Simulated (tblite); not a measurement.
Compound: C5H12P (charge -1).
Atom-mapped SMILES: `[CH3:1][CH2:2][C@H:3]([CH3:4])[P-:5][CH3:6]` (hydrogens: H7, H8, H9 on C1; H10, H11 on C2; H12 on C3; H13, H14, H15 on C4; H16, H17, H18 on C6)

Computed geometry: GFN2-xTB, gas phase.

Task: Give the optimised bond lengths and angles.

Result: 
| bond | length (pm) | order |
| --- | --- | --- |
| C1–C2 | 152.0 | single |
| C2–C3 | 152.8 | single |
| C3–C4 | 152.7 | single |
| C3–P5 | 189.5 | single |
| P5–C6 | 186.4 | single |
| C1–H7, C1–H8, C1–H9 | 109.0 | single |
| C2–H10 | 109.3 | single |
| C2–H11 | 110.0 | single |
| C3–H12 | 110.1 | single |
| C4–H13, C4–H14, C4–H15 | 109.1 | single |
| C6–H16, C6–H17, C6–H18 | 109.2 | single |

Bonds in one row agree within 1 pm and their mean is given. Orders are formal, as drawn. A selection of angles:
| angle | degrees |
| --- | --- |
| C2–C1–H7 | 111.6 |
| C2–C1–H9 | 107.5 |
| H7–C1–H8 | 108.8 |
| C1–C2–C3 | 111.7 |
| C1–C2–H10 | 109.2 |
| C1–C2–H11 | 110.0 |
| C3–C2–H10 | 108.2 |
| C3–C2–H11 | 109.7 |
| H10–C2–H11 | 108.0 |
| C2–C3–C4 | 109.9 |
| C2–C3–P5 | 110.5 |
| C2–C3–H12 | 108.6 |
| C4–C3–P5 | 111.9 |
| C4–C3–H12 | 108.5 |
| P5–C3–H12 | 107.4 |
| C3–C4–H13 | 109.6 |
| C3–C4–H15 | 111.3 |
| H13–C4–H14 | 108.1 |
| H13–C4–H15 | 108.8 |
| C3–P5–C6 | 95.6 |
| P5–C6–H16 | 107.0 |
| P5–C6–H17 | 112.0 |
| H16–C6–H17 | 108.6 |

Dihedral angles: C1–C2–C3–C4 -169° (antiperiplanar); C2–C3–P5–C6 -153° (antiperiplanar).

The C–P distances run from 1.864 Å (P5–C6, drawn single) to 1.895 Å (C3–P5, drawn single), a spread of 0.031 Å. Of the pairs four or more bonds apart, P5···H9 is among the closest relative to their van der Waals radii: 2.73 Å, 91 % of the sum of Bondi's values. P5 (phosphorus bonded to 2 C) is bent (angle 95.6°).

Point group: C1 (no symmetry element, even within 0.4 Å). Its GFN2-xTB frequencies are all real (lowest 52 cm⁻¹).

One conformer stands for the species.
